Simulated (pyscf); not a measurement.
**Substitution at C: `[CH3][Re](=[O])(=[O])=[O]` + `[H]` [doublet] -> `[CH4]` + `[O]=[Re](=[O])=[O]` [doublet]**

Gas phase, doublet surface, charge 0. Bonds broken: C1–Re2. Bonds formed: C1–H9. Structures and frequencies: ωB97X-D3(BJ)/def2-SVP in PySCF.

Transition state (Å):

```xyz
9

C     -0.6285     0.0927     1.1230
Re     0.6316    -0.2486    -0.6547
O      1.9984     0.7152    -0.3630
O     -0.3468     0.2765    -1.9386
O      0.9192    -1.9213    -0.6179
H     -0.7644     1.1772     1.0257
H     -1.4733    -0.5539     0.8540
H      0.0666    -0.2682     1.8914
H     -1.5434     0.3386     2.4131
```

One imaginary mode, 1449i cm⁻¹; descent along it reached the two sides named.

| bond | change | reactant side (Å) | saddle | product side |
|---|---|---|---|---|
| C1–Re2 | breaks | 2.071 | 2.206 | 3.2 |
| C1–H9 | forms | 3.8 | 1.601 | 1.100 |

Electronic energies relative to the separated reactants (eV):

```csv
level,barrier,reaction energy,reverse barrier
ωB97X-D3(BJ)/def2-TZVP,0.71,-1.09,1.80
PBE/def2-TZVP,0.43,-1.12,1.55
r²SCAN/def2-TZVP,0.39,-1.18,1.57
B3LYP-D3(BJ)/def2-TZVP,0.43,-1.31,1.74
PBE0-D3(BJ)/def2-TZVP,0.52,-1.15,1.67
M06-2X/def2-TZVP,0.61,-1.40,2.02
ωB97M-D3(BJ)/def2-TZVP,0.65,-1.35,2.00
```

With ωB97M-D3(BJ)/def2-TZVP energies and thermal terms (ideal gas, 1 atm, RRHO with modes under 100 cm⁻¹ raised to 100, one conformer, R ln 2 for chiral ones without a mode under 150 cm⁻¹), in eV:

| T (K) | ΔH‡ | ΔG‡ | ΔH | ΔG |
|---|---|---|---|---|
| 298 | 0.67 | 0.96 | -1.16 | -1.30 |
| 600 | 0.65 | 1.27 | -1.24 | -1.41 |
| 900 | 0.63 | 1.58 | -1.31 | -1.48 |
| 1200 | 0.61 | 1.90 | -1.38 | -1.53 |

One saddle was located; it need not be the lowest between these sides. The angle at the attacked C is 180°. Open-shell species with a d-block atom are single-reference here; other states, and whether the spin sits on metal or ligand, were not checked. Elements past Kr carry the def2 core potentials, without spin-orbit coupling.
